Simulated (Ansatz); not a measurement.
We consider tetradymite Bi2Te3, described by HSE06 (Ansatz, a program for electronic structure, plane waves, PAW).

Run with plane-wave cutoff 460 eV, 6×6×6 k mesh, Fermi–Dirac smearing 0.01 eV, scalar-relativistic PAW data made under PBE.

Computed at the level's own relaxed cell.

### Question
Give the computed equilibrium lattice constant a, lattice parameter c and band gap.

### Answer

* **equilibrium lattice constant a**: 4.391 Å
* **lattice parameter c**: 32.424 Å
* **band gap**: 1.10 eV

Measured, for comparison: lattice constant a 4.386 Å, lattice parameter c 30.497 Å (temperature not stated, not corrected to a static lattice; as tabulated in Luo et al. (2012), arXiv:1308.1523). Computed (rounded) less measured: lattice constant a +0.1 %, lattice parameter c +6.3 %.

Note: the cell comes from a level without a dispersion term, which matters for the spacing of layers, chains or molecules.

Spin–orbit coupling is not included; with these elements it can move the gap by several tenths of an eV or more.
